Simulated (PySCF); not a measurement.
Simulated Cl 2p region for `[H][Al]([Cl])[Cl]`, binding energy against the vacuum level.

Every computed line was given a Gaussian of 0.7 eV full width at half maximum and an area set by the number of equivalent atoms (split 2:1 within a doublet); the highest printed point is 100. Computed with delta-SCF UKS SCAN, pcX-2 on the ionised atom, pcseg-1 elsewhere, spin-free X2C (PySCF).

binding energy (eV), intensity and a bar:
```
    205.2          0 
    205.3          1 
    205.4          2 #
    205.5          5 ##
    205.6         12 ###
    205.7         22 #######
    205.8         37 ###########
    205.9         57 #################
    206.0         77 #######################
    206.1         93 ############################
    206.2        100 ##############################
    206.3         96 #############################
    206.4         83 #########################
    206.5         64 ###################
    206.6         44 #############
    206.7         27 ########
    206.8         15 ####
    206.9          7 ##
    207.0          4 #
    207.1          3 #
    207.2          4 #
    207.3          8 ##
    207.4         14 ####
    207.5         23 #######
    207.6         33 ##########
    207.7         42 #############
    207.8         49 ###############
    207.9         50 ###############
    208.0         46 ##############
    208.1         37 ###########
    208.2         27 ########
    208.3         18 #####
    208.4         10 ###
    208.5          5 ##
    208.6          2 #
    208.7          1 
    208.8          0 
    208.9          0
```

Count the maxima, the lines and the sites behind this envelope.

The curve has 2 maxima (at 206.2 and 207.9 eV). Under it lie 2 lines from 1 inequivalent chlorine site, drawn as a 2p3/2, 2p1/2 pair.

Decompose the envelope and assign each component. Bonds: Al1–Cl2, Al1–Cl3. Hydrogens: H4 on Al1.

```json
{"position (eV)": "206.22", "relative area": "1.33", "line": "Cl 2p3/2", "atoms": "Cl2/Cl3", "environment": "chlorine bonded to Al"}
{"position (eV)": "207.87", "relative area": "0.67", "line": "Cl 2p1/2", "atoms": "Cl2/Cl3", "environment": "chlorine bonded to Al"}
```

What are the centre and the root-mean-square width of the whole band?

The area-weighted mean of the lines is 206.77 eV. Their own spread about it is 0.78 eV (rms) and each Gaussian has σ = 0.7/2.355 = 0.30 eV; the variances add, which gives 0.83 eV.

No satellites, vibrations or lifetime broadening are included. Atoms equivalent by their bonding share one computed value, that of the first of them. The 2p values add to the ΔSCF energy of one spin-free hole a correction within the shell (spin–orbit coupling, ligand field). 2p1/2 minus 2p3/2 (ligand field included): Cl 1.65 eV. Geometry: PBE0-D3(BJ)/def2-SVP; no solvent, vibrations or thermal averaging.

On one thread, Arm Neoverse V1 (shared host), this took 5.0 s wall.
